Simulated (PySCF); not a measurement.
Compound: C₄H₈FN.
Numbering: `[H]/[N:3]=[C:2](\[CH3:1])[C@H:4]([CH3:5])[F:6]` (hydrogens: H7, H8, H9 on C1; H10 on N3; H11 on C4; H12, H13, H14 on C5)

Cartesian coordinates in Å at the GFN2-xTB level; atoms count from 1:
```
atom  x, y, z in Å
C1    -1.7069   -0.2377   -0.1015
C2    -0.4617    0.2089    0.6005
N3    -0.3422    1.1554    1.4197
C4     0.8027   -0.5490    0.2589
C5     1.6157    0.2026   -0.7891
F6     0.4927   -1.8066   -0.2255
H7    -1.5398   -0.2587   -1.1771
H8    -2.5436    0.4197    0.1261
H9    -1.9486   -1.2532    0.2103
H10   -1.1988    1.6717    1.6090
H11    1.3973   -0.7045    1.1663
H12    2.5144   -0.3588   -1.0320
H13    1.8887    1.1750   -0.3919
H14    1.0294    0.3346   -1.6959
```

Computed geometry: GFN2-xTB, gas phase.

Masses are those of the commonest isotopes; rigid-rotor values at the optimised geometry. The values belong to one conformer with, in the numbering `[H]/[N:3]=[C:2](\[CH3:1])[C@H:4]([CH3:5])[F:6]`, C1–C2–C4–C5 98°.

Give the principal moments of inertia and the rotational constants in MHz.

Ia = 107.04, Ib = 165.60, Ic = 219.88 u·Å²; 505379 MHz·u·Å²/I gives A = 4722, B = 3052, C = 2298 MHz.

What kind of rotor is it?

An asymmetric top: κ = (2 × 3052 − 4722 − 2298)/(4722 − 2298) = -0.38.

Is it planar, by Δ = Ic − Ia − Ib?

Not planar: Δ = Ic − Ia − Ib = -52.75 u·Å². For a rigid frame Δ = −2 Σ m c², so Σ m c² = 26.38 u·Å² lies off the ab plane: 8.53 from hydrogen and 17.84 from heavier atoms. The atom farthest from that plane is 1.68 Å away.

Estimate the classical rotational partition function at 10 K, 50 K and 200 K.

Point group C1, symmetry number σ = 1; q = (√π/σ)·√((kT/h)³/(ABC)), k/h = 20836.6 MHz/K: 926 at 10 K, 10400 at 50 K, 82900 at 200 K.

No GFN2-xTB frequencies stand behind this structure, so it isn't proved a minimum. No vibrational averaging or centrifugal distortion is included, and the geometry carries the error of its method.
